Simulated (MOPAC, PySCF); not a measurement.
Approach curve of the dimer C6H6 ··· C6H6 (SMILES c1ccccc1 and c1ccccc1). Monomers: optimised at B3LYP-D3(BJ) (def2-TZVP), held rigid. Orientation: lowest of the rigid-body minima from ten starts at GFN2-xTB. R is the distance of the centres of mass, along which the second monomer moves. The table gives interaction energies.

```csv
R / Å,A,B,C
2.88,17.24,29.96,10.21
3.11,10.88,16.01,1.38
3.33,6.88,8.82,-1.82
3.49,4.82,5.67,-2.52
3.67,3.17,3.44,-2.51
3.89,1.87,1.95,-1.98
4.16,0.99,1.18,-1.15
4.51,0.47,0.86,-0.31
4.96,0.22,0.68,0.18
5.73,0.10,0.42,0.25
6.68,0.06,0.23,0.14
8.01,0.03,0.10,0.07
```

Energies in kcal/mol.

Task: Match the curves with the methods MOPAC with AM1, restricted, heats of formation; restricted Hartree-Fock/3-21G, no counterpoise correction (PySCF); restricted LDA (SVWN5)/6-31G*, spherical d, no counterpoise correction run with PySCF 2.14.0.

Result: A is AM1; B is RHF/3-21G; C is RKS-LDA (SVWN5)/6-31G*.
